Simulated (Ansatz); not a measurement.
Geometry optimisation, Ansatz, UKS PBE0-D4/def2-SVP.

Input file:

```yaml
crystal:
  periodic: [false, false, false]
  atoms:
    - { symbol: F, position_ang: [1.3983, 0.2669, -0.4519] }
    - { symbol: B, position_ang: [0.0704, -0.0912, 0.0817] }
    - { symbol: Cl, position_ang: [-1.5179, 0.6005, -0.6331] }
    - { symbol: H, position_ang: [0.1048, -0.8365, 0.983] }
magnetization:
  spin_polarized: true
basis:
  gaussian: { orbitals: def2-SVP }
hamiltonian:
  xc: pbe0
  dispersion: d4
relax:
  f_tol: 0.02
  max_steps: 40
```

Run as:

```bash
$ ansatz run input.yaml --threads 1 --pin off --max-ram 2048MiB --backend cpu --events-out ev --progress --plain --runs-dir out
```

Problem. Where does it end, and by what steps?

Solution. It converged. After 5 steps the energy has fallen by 0.731 eV; F1 moved furthest, 0.15 Å.

| step | energy less start (eV) | largest force component (eV/Å) | accepted |
| --- | --- | --- | --- |
| 0 | 0.0000 | 4.641 | yes |
| 1 | -0.5966 | 2.281 | yes |
| 2 | -0.6703 | 1.359 | yes |
| 3 | -0.7306 | 0.120 | yes |
| 4 | -0.7309 | 0.085 | yes |
| 5 | -0.7311 | 0.020 | yes |

```xyz
4
Properties=species:S:1:pos:R:3
F 1.249 0.283 -0.465
B 0.103 -0.076 0.062
Cl -1.371 0.571 -0.611
H 0.076 -0.838 0.993
```

The run took 14 s on 1 thread of Intel(R) Xeon(R) Platinum 8259CL CPU @ 2.50GHz (Skylake/Cascade Lake), with other jobs on the host, peak memory 0.15 GiB.
